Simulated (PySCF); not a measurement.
Compound: C4H5FO.
SMILES: `O=C(F)C1CC1`

Torsions of this conformer, `[O:1]=[C:2]([F:3])[CH:4]1[CH2:5][CH2:6]1`: O1–C2–C4–C5 34°.

The closed-shell ground state was solved at several levels (PySCF, density fitting, gas phase, non-relativistic). The structure is a single PBE0-D3(BJ)/def2-SVP conformer in the gas phase; no vibrational or solvent corrections.

```
          level  basis functions  HOMO (eV)  LUMO (eV)  gap (eV)  dipole (D)
B3LYP/def2-TZVP              216      -8.62      -0.65      7.97        3.31
  B3LYP/cc-pVTZ              250      -8.55      -0.57      7.98        3.23
   B3LYP/6-31G*               94      -8.18      -0.19      7.99        3.08
BHandHLYP/pcJ-1              212     -10.32       0.87     11.19        3.47
```

(1) What might B3LYP/pcJ-0 (93 basis functions) give for the same quantities?

(2) Over all these levels, which gives the widest orbital gap and which the narrowest?

(3) How much does the basis alone move the frontier levels among the 4 B3LYP rows (the withheld one included)?

(4) How far do the dipole and the HOMO energy spread over the levels?

## Answers

(1) HOMO -8.56 eV, LUMO -0.74 eV, gap 7.82 eV, dipole 3.29 D.

(2) BHandHLYP/pcJ-1 (global hybrid, 50 % exact exchange) has the widest, 11.19 eV, and B3LYP/pcJ-0 (global hybrid, 20 % exact exchange) the narrowest, 7.82 eV. Functional and basis both differ between the two, so the spread mixes both effects.

(3) The HOMO by 0.44 eV and the LUMO by 0.55 eV. By rising basis size (HOMO, LUMO in eV): pcJ-0 -8.56, -0.74; 6-31G* -8.18, -0.19; def2-TZVP -8.62, -0.65; cc-pVTZ -8.55, -0.57.

(4) The dipole runs from 3.08 to 3.47 D (mean 3.28 D) and the HOMO from -10.32 to -8.18 eV.
